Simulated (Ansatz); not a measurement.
One geometry of Na3, several levels of theory.

```yaml
crystal:
  periodic: [false, false, false]
  atoms:
    - {symbol: Na, position_ang: [2.180833, -1.145502, 0.175897]}
    - {symbol: Na, position_ang: [-1.027758, -1.037973, -0.125915]}
    - {symbol: Na, position_ang: [-1.153075, 2.183464, -0.049992]}
basis:
  gaussian: {orbitals: def2-TZVP, initial_orbitals: start.molden}
magnetization: {spin_polarized: true, initial_magnetization: 1}
hamiltonian: {xc: pbe}
scf: {omitted_lower_state_checks: [starts]}
output: {forces: true, orbitals: {seedname: orbitals}}
```

The file start.molden holds the orbitals of an earlier run on this structure, at another level or in another basis.

```sh
$ ansatz run in.yaml --threads 2 --pin off --events-out ev --progress --plain --max-ram 4352MiB
```

Shortened log:

```
Functional definition: PBE
  name "PBE"
  cite "Perdew, Burke & Ernzerhof, Phys. Rev. Lett. 77, 3865 (1996) doi:10.1103/PhysRevLett.77.3865"
  parent pbe
  parameter kappa = 0.804
  parameter beta = 0.06672455060314922
  exchange = pbe_x(kappa = kappa, mu = beta*pi^2/3)
  correlation = pbe_c(beta = beta)
these checks for a lower state are left out or cut short: starts
831 factors; their error is unknown
mean field evaluation 1: about -13238.9479 eV, gradient 4.3e0 eV
mean field evaluation 2: about -13238.9819 eV, gradient 7.2e-2 eV
mean field evaluation 4: about -13238.9668 eV, gradient 2.0e-3 eV
mean field evaluation 8: about -13238.9668 eV, gradient 1.8e-5 eV
mean field -13238.96680427 eV, -486.5230563629 hartree, gradient 1.8e-5 eV, S^2 0.763654; 0 other end points of the search recorded, 0 dependent functions left out
the calculation of the forces begins
reference -13238.96685722 eV, -486.5230583086 hartree; 17, 16 occupied and 79, 80 virtual orbitals, 831 factors
Total energy: -13238.96685722 eV, -486.5230583086 hartree
Atom 0 at     2.180833    -1.145502     0.175897 Å, force     0.008895     0.017866     0.001332 eV/Å
Atom 1 at    -1.027758    -1.037973    -0.125915 Å, force    -0.026640    -0.026772    -0.003260 eV/Å
Atom 2 at    -1.153075     2.183464    -0.049992 Å, force     0.017745     0.008906     0.001928 eV/Å
Dipole moment:     0.043494     0.043874     0.005327 e Å
Checks for a lower state left out: starts
```

It took 2.2 s on 2 threads of Arm Neoverse V1 on a shared host.

As the first input, with `hamiltonian: {xc: {name: B97M-V}}`, `output: {orbitals: {seedname: orbitals}}` (abridged; 8.5 s):

```
Functional definition: B97M-V
mean field -13245.11041309 eV, -486.7488298228 hartree, gradient 5.4e-5 eV, S^2 0.756145
Total energy: -13245.11048957 eV, -486.7488326333 hartree
Checks for a lower state left out: starts
```

The first input with `hamiltonian: {xc: {name: wB97X-V}}`, `output: {orbitals: {seedname: orbitals}}` (abridged; 8 s):

```
Functional definition: wB97X-V
mean field -13245.09266790 eV, -486.7481776992 hartree, gradient 2.7e-5 eV, S^2 0.793067
Total energy: -13245.09266863 eV, -486.7481777259 hartree
Checks for a lower state left out: starts
```

First input, but with `hamiltonian: {xc: lda}`, `output: {orbitals: {seedname: orbitals}}` (abridged; 0.9 s):

```
Functional definition: SPW92
mean field -13179.28384703 eV, -484.3297481389 hartree, gradient 1.8e-5 eV, S^2 0.756059
Total energy: -13179.28389238 eV, -484.3297498055 hartree
Checks for a lower state left out: starts
```

The first input with `gaussian: {orbitals: def2-SVP, initial_orbitals: start.molden}`, `output: {orbitals: {seedname: orbitals}}` (abridged; 1.3 s):

```
Functional definition: PBE
mean field -13234.03791741 eV, -486.3419231117 hartree, gradient 2.3e-5 eV, S^2 0.762921
Total energy: -13234.03795938 eV, -486.3419246541 hartree
Checks for a lower state left out: starts
```

The first input with `hamiltonian: {xc: {name: wB97M-V}}`, `output: {orbitals: {seedname: orbitals}}` (abridged; 13 s):

```
Functional definition: wB97M-V
mean field -13246.72542353 eV, -486.8081803619 hartree, gradient 9.2e-6 eV, S^2 0.771006
Total energy: -13246.72546893 eV, -486.8081820303 hartree
Checks for a lower state left out: starts
```

The first input with `gaussian: {orbitals: def2-SVP, initial_orbitals: start.molden}`, `hamiltonian: {xc: pbe0}`, `output: {orbitals: {seedname: orbitals}}` (abridged; 2 s):

```
Functional definition: PBE0
mean field -13235.20462200 eV, -486.3847987145 hartree, gradient 3.8e-5 eV, S^2 0.779562
Total energy: -13235.20465305 eV, -486.3847998555 hartree
Checks for a lower state left out: starts
```

Geometry: B3LYP/def2-TZVP.

The structure comes from a short search, and lower isomers may exist.
